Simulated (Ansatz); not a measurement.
SiH2MeCl (CH₅ClSi). The state is a singlet with charge 0. Geometry r2SCAN-D4/def2-TZVP, basis def2-TZVP, Ansatz.

```
run  HOMO (eV)  LUMO (eV)
  A     -11.53       2.66
  B      -7.46      -0.70
  C     -11.00       2.17
  D      -8.75       0.46
  E      -8.50       0.24
  F      -7.84      -0.15
```

LC-ωPBE has ω = 0.4 bohr⁻¹. B3LYP takes the VWN-RPA correlation.

**Question.** The runs used B3LYP, B97M-V, LC-ωPBE, LDA (SPW92), PBE0, ωB97M-V. Estimate which is which.

**Answer.** A LC-ωPBE (range-separated); B LDA (SPW92) (0 % exact exchange); C ωB97M-V (range-separated); D PBE0 (25 % exact exchange); E B3LYP (20 % exact exchange); F B97M-V (0 % exact exchange). Exact exchange lowers occupied and raises empty levels; among semilocal functionals meta-GGAs tend to open the gap a little, and such runs are hard to tell apart. The gap grows from 6.76 eV (LDA (SPW92)) to 14.19 eV (LC-ωPBE).
